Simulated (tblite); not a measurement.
Start geometry of `C#C[C]=[CH+]` [radical] from a force field or distance geometry (Å):
```
atom  x, y, z in Å
C1     1.6850    0.0166    0.4753
C2     0.6378   -0.2537   -0.0903
C3    -0.5860   -0.5821   -0.7675
C4    -1.7020    0.0498   -0.4229
H5     2.5769    0.2708    0.9873
H6    -2.6086    0.5006   -0.1772
```

Problem. What comes out of this run: GFN2-xTB geometry optimisation, gas phase (tblite 0.8.0)?

Solution. 
```
atom  x, y, z in Å
C1     1.844   -0.051    0.450
C2     0.648   -0.018    0.159
C3    -0.647    0.018   -0.157
C4    -1.843    0.051   -0.448
H5     2.878   -0.079    0.701
H6    -2.877    0.080   -0.700
```

The energy falls by 33.2 kcal/mol over 31 L-BFGS steps, the largest force on an atom goes from 7.10 to 0.002 eV/Å, and the atoms move by 0.536 Å rms after alignment. The bond that changes most is C2–C3 (both ends carbon bonded to 2 C), which shortens by 0.103 Å. Bonds longer at the end by more than 0.005 Å: 3 of 5; shorter: 2. Among the angles that change most is C2–C3–C4, from 119.0° to 180.0°. The orientation of the end geometry is arbitrary; only internal coordinates are fixed.

The run took under 0.1 s of wall time on an Arm Neoverse V2 with one thread, shared host with 192 logical CPUs at a one-minute load of 35.

Its GFN2-xTB frequencies are all real (lowest 207 cm⁻¹).

All values are computed, not measured.
